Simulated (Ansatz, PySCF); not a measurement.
Species: vinyl fluoride, C$_{2}$H$_{3}$F (charge 0, singlet). 
Structure (B3LYP-D3(BJ)/def2-TZVP (Ansatz, an electronic-structure program) minimum search):
```xyz
6

C      0.0048     0.4339    -0.0020
C      1.1838    -0.1536     0.0049
F     -1.1460    -0.2672    -0.0028
H     -0.1758     1.5010    -0.0077
H      1.2800    -1.2303     0.0104
H      2.0778     0.4520     0.0052
```


Quantity: enthalpy of formation at 298 K (from the atomisation energy, B3LYP-D3(BJ)/def2-TZVP harmonic zero-point and thermal terms from PySCF, and the atoms' enthalpies of formation in the G2/97 table; no spin-orbit terms, and no core term in the frozen-core levels), in kcal/mol. Valence correlation only, unless marked. Open shells are spin-unrestricted. No spin-orbit coupling. Non-relativistic. The coupled-cluster limit lacks core correlation, which all-electron functionals hold. Basis-set limits of correlation are two-point, X^-3; Hartree-Fock from the larger set. The bracket is a focal-point correction in the basis named.

Measured: -34.1 kcal/mol (Active Thermochemical Tables 1.112 (ions: stationary electron), as tabulated in the package chemicals); it holds spin-orbit and relativistic effects, which these rows lack, and core correlation, which the frozen-core levels lack.

```csv
level,program,enthalpy of formation at 298 K (kcal/mol),error against measurement
TPSS-D3(BJ)/def2-TZVPD,PySCF + dftd3,-40.6,-6.5
HSE06-D4/def2-TZVPD,Ansatz + dftd4,-37.4,-3.3
wB97M-V/def2-TZVPD,Ansatz,-34.7,-0.6
B2PLYP-D3(BJ)/def2-TZVPD,Ansatz + dftd3,-29.6,4.5
MP2/STO-3G,Ansatz,-2.6,31.5
SCS-MP2/aug-cc-pVDZ,Ansatz,-1.0,33.1
"RI-MP2/CBS(aug-cc-pVTZ,aug-cc-pVQZ)+[CCSD(T)-MP2]/aug-cc-pVTZ",Ansatz,-33.8,0.3
```
